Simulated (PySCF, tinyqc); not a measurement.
CID on RHF in the sto-6g basis, frozen core, for LiH, spin multiplicity 1, step by step. The lowest restricted solution is unstable here: a spin-polarised one lies 0.0036 hartree lower (PySCF). One step of it, computed by the program tinyqc.

Problem. CID: determinants and Hamiltonian. Slater-Condon rules over spin orbitals, with the nuclear repulsion and the energy of the frozen orbital added and E(HF) subtracted on the diagonal. Only determinants linked to the reference directly or through others are kept (one block of an abelian symmetry group), so some states are absent.

one-electron integrals dressed by the frozen orbital, h + 2 (pq|11) - (p1|1q) (hartree):
```
           2          3          4          5          6
2  -0.686291   0.058648   0.000000   0.000000  -0.109569
3   0.058648  -0.330945   0.000000   0.000000   0.070588
4   0.000000   0.000000  -0.306721   0.000000   0.000000
5   0.000000   0.000000   0.000000  -0.306721   0.000000
6  -0.109569   0.070588   0.000000   0.000000  -0.326566
```

energy of the frozen orbital, 2 h_11 + (11|11) = -7.70601113 hartree

Two-electron integrals over orbitals (pq|rs), unique and non-zero (hartree); the lowest 1 orbital is frozen and left out:
```
(22|22) 0.451576    (32|22) -0.058648   (32|32) 0.020916    (33|22) 0.211060
(33|32) 0.014715    (33|33) 0.329171    (42|42) 0.020654    (43|42) 0.020193
(43|43) 0.041687    (44|22) 0.242906    (44|32) 0.014204    (44|33) 0.280034
(44|44) 0.313125    (52|52) 0.020654    (53|52) 0.020193    (53|53) 0.041687
(54|54) 0.016875    (55|22) 0.242906    (55|32) 0.014204    (55|33) 0.280034
(55|44) 0.279374    (55|55) 0.313125    (62|22) 0.109569    (62|32) -0.044399
(62|33) -0.020094   (62|44) -0.038258   (62|55) -0.038258   (62|62) 0.132548
(63|22) -0.057493   (63|32) 0.016801    (63|33) 0.036741    (63|44) 0.007980
(63|55) 0.007980    (63|62) -0.038675   (63|63) 0.030521    (64|42) -0.018271
(64|43) -0.012044   (64|64) 0.019336    (65|52) -0.018271   (65|53) -0.012044
(65|65) 0.019336    (66|22) 0.421914    (66|32) -0.047429   (66|33) 0.238033
(66|44) 0.258497    (66|55) 0.258497    (66|62) 0.095692    (66|63) -0.045333
(66|66) 0.416446
```

nuclear repulsion = 0.72755804 hartree

Hartree-Fock energy = -7.89946046 hartree

Give: determinants; H - E(HF) between determinants.

Solution.

Occupation strings over the orbitals (2 doubly, a alpha, b beta, 0 empty; spin orbitals ordered 1a 1b 2a 2b ...): 220000 202000 20a00b 200200 200020 20b00a 200002

H - E(HF) between determinants (hartree):
```
        220000  202000  20a00b  200200  200020  20b00a  200002
220000   0.000   0.021  -0.044   0.021   0.021   0.044   0.133
202000   0.021   0.588   0.107   0.042   0.042  -0.107   0.031
20a00b  -0.044   0.107   0.502  -0.012  -0.012  -0.031   0.025
200200   0.021   0.042  -0.012   0.621   0.017   0.012   0.019
200020   0.021   0.042  -0.012   0.017   0.621   0.012   0.019
20b00a   0.044  -0.107  -0.031   0.012   0.012   0.502  -0.025
200002   0.133   0.031   0.025   0.019   0.019  -0.025   0.684
```
